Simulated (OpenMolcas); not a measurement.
## AlB⁺ at 2.354 Å: OpenMolcas input and output

Input (each module block was a call of its own in one work directory; start orbitals came from a preliminary run):

```
&GATEWAY
Coord
2
angstrom
Al 0.0 0.0 0.0
B 0.0 0.0 2.3540
Basis=ANO-RCC-VTZP
Group=XY
RX2C
AMFI
ANGMom
0.0 0.0 0.0
RICD
&SEWARD
&GUESSORB
&RASSCF
FileOrb=$CurrDir/o21.orb
Symmetry=1
Spin=2
nActEl=5 0 0
Inactive=4 2
RAS2=4 4
CIRoot=6 6 1
Linear
Iterations=120 100
OrbListing=Nothing
PRWF=0.15
>>COPY $Project.RasOrb $CurrDir/o21.orb
>>COPY $Project.rasscf.h5 $CurrDir/r21.h5
&CASPT2
XMultistate=all
Imaginary=0.2
IPEA=0.25
MaxIter=40
>>COPY $Project.JobMix JOB001
```

```bash
pymolcas m.inp
```

RASSCF and CASPT2 output of these blocks, in excerpt:

```
++    Wave function specifications:
      Number of closed shell electrons          12
      Number of electrons in active shells       5
      Number of inactive orbitals                6
      Number of active orbitals                  8
      Number of secondary orbitals              50
      Spin quantum number                      0.5
      State symmetry                             1
++    Orbital specifications:
      Symmetry species                           1   2
                                                 a   b
      Frozen orbitals                            0   0
      Inactive orbitals                          4   2
      Active orbitals                            4   4
      RAS2 orbitals                              4   4
      Secondary orbitals                        26  24
      Number of basis functions                 34  30
      printout of CI-coefficients larger than  0.15 for root  1
      energy=    -266.722114
      conf/sym  1111 2222     Coeff  Weight
            20  0u22 0000   0.92137 0.84893
      printout of CI-coefficients larger than  0.15 for root  2
      energy=    -266.595469
      conf/sym  1111 2222     Coeff  Weight
            17  02u2 0000   0.64797 0.41987
            19  u022 0000   0.32450 0.10530
           333  00u2 0020   0.40270 0.16217
           340  00u2 0002   0.40270 0.16217
      printout of CI-coefficients larger than  0.15 for root  3
      energy=    -266.585197
      conf/sym  1111 2222     Coeff  Weight
           327  00u2 ud00  -0.23605 0.05572
           333  00u2 0020  -0.55347 0.30633
           336  00u2 00du  -0.20259 0.04104
           339  00u2 00ud  -0.35091 0.12313
           340  00u2 0002   0.55347 0.30633
      printout of CI-coefficients larger than  0.15 for root  4
      energy=    -266.585197
      conf/sym  1111 2222     Coeff  Weight
           325  00u2 2000  -0.19273 0.03715
           328  00u2 0200   0.19273 0.03715
           333  00u2 0020  -0.28651 0.08209
           336  00u2 00du   0.39136 0.15317
           339  00u2 00ud   0.67786 0.45950
           340  00u2 0002   0.28651 0.08209
      printout of CI-coefficients larger than  0.15 for root  5
      energy=    -266.566147
      conf/sym  1111 2222     Coeff  Weight
            17  02u2 0000   0.54970 0.30217
            19  u022 0000   0.18542 0.03438
           325  00u2 2000   0.22324 0.04984
           328  00u2 0200   0.22324 0.04984
           333  00u2 0020  -0.45465 0.20670
           340  00u2 0002  -0.45465 0.20671
      printout of CI-coefficients larger than  0.15 for root  6
      energy=    -266.564916
      conf/sym  1111 2222     Coeff  Weight
           320  0u02 00du   0.15561 0.02421
           329  00u2 d0u0  -0.18102 0.03277
           331  00u2 u0d0  -0.23745 0.05638
           332  00u2 0ud0  -0.17115 0.02929
           335  00u2 0d0u  -0.18103 0.03277
           336  00u2 00du   0.63978 0.40931
           337  00u2 u00d   0.17115 0.02929
           338  00u2 0u0d  -0.23744 0.05638
           339  00u2 00ud  -0.36938 0.13644
      Natural orbitals and occupation numbers for root  1
      sym 1:   0.032468   0.988856   1.852327   1.923071
      sym 2:   0.041807   0.041806   0.059833   0.059832
      Natural orbitals and occupation numbers for root  2
      sym 1:   0.155197   0.944159   1.106577   1.904109
      sym 2:   0.056055   0.056055   0.388925   0.388922
      Natural orbitals and occupation numbers for root  3
      sym 1:   0.012933   0.077043   1.004827   1.876236
      sym 2:   0.136687   0.136686   0.877792   0.877795
      Natural orbitals and occupation numbers for root  4
      sym 1:   0.012933   0.077044   1.004827   1.876235
      sym 2:   0.136687   0.136687   0.877794   0.877793
      Natural orbitals and occupation numbers for root  5
      sym 1:   0.073599   0.711855   1.044939   1.868547
      sym 2:   0.142745   0.142746   0.507783   0.507787
      Natural orbitals and occupation numbers for root  6
      sym 1:   0.022429   0.075152   0.987678   1.891780
      sym 2:   0.202614   0.202619   0.808866   0.808863
      RASSCF energy for state  6                   -266.56491579
::    RASSCF root number  1 Total energy:   -266.72211412
::    RASSCF root number  2 Total energy:   -266.59546940
::    RASSCF root number  3 Total energy:   -266.58519697
::    RASSCF root number  4 Total energy:   -266.58519697
::    RASSCF root number  5 Total energy:   -266.56614694
::    RASSCF root number  6 Total energy:   -266.56491579
      Von Neumann Entropy (Root   1) =  1.29204
++    Wave function specifications:
      Number of closed shell electrons           6
      Number of electrons in active shells       5
      Number of inactive orbitals                3
      Number of active orbitals                  8
      Number of secondary orbitals              50
      Spin quantum number                      0.5
      State symmetry                             1
      Number of CSFs                           504
      Number of CASSCF root(s) available         6
      CASPT2 state passed to geometry opt.       6
      A file JOBMIX will be created
      This is a MULTI-STATE CASSCF reference
      Number of CI roots used                    6
      These are:                                 1   2   3   4   5   6
      Off-diagonal elements of Heff are computed
  FINAL CASPT2 RESULT:
      Reference energy:        -266.7221141203
      E2 (Non-variational):      -0.2196160419
      Shift correction:          -0.0011956004
      E2 (Variational):          -0.2208116423
      Total energy:            -266.9429257626
      Reference weight:           0.95899
  FINAL CASPT2 RESULT:
      Reference energy:        -266.5954693987
      E2 (Non-variational):      -0.2257774323
      Shift correction:          -0.0020019265
      E2 (Variational):          -0.2277793589
      Total energy:            -266.8232487576
      Reference weight:           0.95043
  FINAL CASPT2 RESULT:
      Reference energy:        -266.5851969669
      E2 (Non-variational):      -0.2178226511
      Shift correction:          -0.0015426857
      E2 (Variational):          -0.2193653367
      Total energy:            -266.8045623036
      Reference weight:           0.95631
  FINAL CASPT2 RESULT:
      Reference energy:        -266.5851969669
      E2 (Non-variational):      -0.2178697247
      Shift correction:          -0.0015408901
      E2 (Variational):          -0.2194106148
      Total energy:            -266.8046075817
      Reference weight:           0.95632
  FINAL CASPT2 RESULT:
      Reference energy:        -266.5661469370
      E2 (Non-variational):      -0.2151251215
      Shift correction:          -0.0013854962
      E2 (Variational):          -0.2165106178
      Total energy:            -266.7826575547
      Reference weight:           0.95903
  FINAL CASPT2 RESULT:
      Reference energy:        -266.5649157949
      E2 (Non-variational):      -0.2172593927
      Shift correction:          -0.0017342408
      E2 (Variational):          -0.2189936334
      Total energy:            -266.7839094283
      Reference weight:           0.95539
       Total XMS-CASPT2 energies:
::    XMS-CASPT2 Root  1     Total energy:   -266.94292052
::    XMS-CASPT2 Root  2     Total energy:   -266.82082512
::    XMS-CASPT2 Root  3     Total energy:   -266.80461043
::    XMS-CASPT2 Root  4     Total energy:   -266.80455945
::    XMS-CASPT2 Root  5     Total energy:   -266.78508644
::    XMS-CASPT2 Root  6     Total energy:   -266.78390942
```

Only roots inside an energy window near the equilibrium distance were included, so the list of states is not complete; labels number the states computed. Each spin and symmetry block has orbitals of its own, averaged over its own roots, so gaps between blocks are less sure than gaps within one and near the minimum can be off by tenths of an eV, in bad cases by more. No Rydberg orbitals are active, so Rydberg states, and σ→σ* states whose orbital the CASSCF left unused, can be missing between those listed. CASPT2 splits the two components of degenerate states numerically, here by up to 11 cm⁻¹.
